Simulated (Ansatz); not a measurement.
Zinc-blende CdSe, treated with r²SCAN (PAW; Ansatz, a program for electronic structure).

The same calculation (at a fixed cell, not relaxed at this level and not confirmed as the measured one, 27.708 Å³/atom) with different numerical settings:

```json
[
 {"run": "1", "k mesh": "4×4×4", "electronic dielectric constant ε∞": "5.912", "dielectric constant ε0 (ions relaxed)": "9.016", "zone-centre TO phonon frequency (cm⁻¹)": "174.9"},
 {"run": "2", "k mesh": "6×6×6", "electronic dielectric constant ε∞": "6.246", "dielectric constant ε0 (ions relaxed)": "9.305", "zone-centre TO phonon frequency (cm⁻¹)": "175.0"},
 {"run": "3", "k mesh": "8×8×8", "electronic dielectric constant ε∞": "6.374", "dielectric constant ε0 (ions relaxed)": "9.425", "zone-centre TO phonon frequency (cm⁻¹)": "175.0"},
 {"run": "4", "k mesh": "12×12×12", "electronic dielectric constant ε∞": "6.457", "dielectric constant ε0 (ions relaxed)": "9.505", "zone-centre TO phonon frequency (cm⁻¹)": "175.0"},
 {"run": "5", "k mesh": "16×16×16", "electronic dielectric constant ε∞": "6.479", "dielectric constant ε0 (ions relaxed)": "9.526", "zone-centre TO phonon frequency (cm⁻¹)": "175.0"},
 {"run": "6", "k mesh": "20×20×20", "electronic dielectric constant ε∞": "6.485", "dielectric constant ε0 (ions relaxed)": "9.533", "zone-centre TO phonon frequency (cm⁻¹)": "175.0"}
]
```

In the column high-frequency dielectric constant the first row differs from the last by -0.573 and the next to last by -0.006.

The last row is no converged limit: other settings stay fixed.

Note: the run warned that the k mesh is coarse for the response to a field.
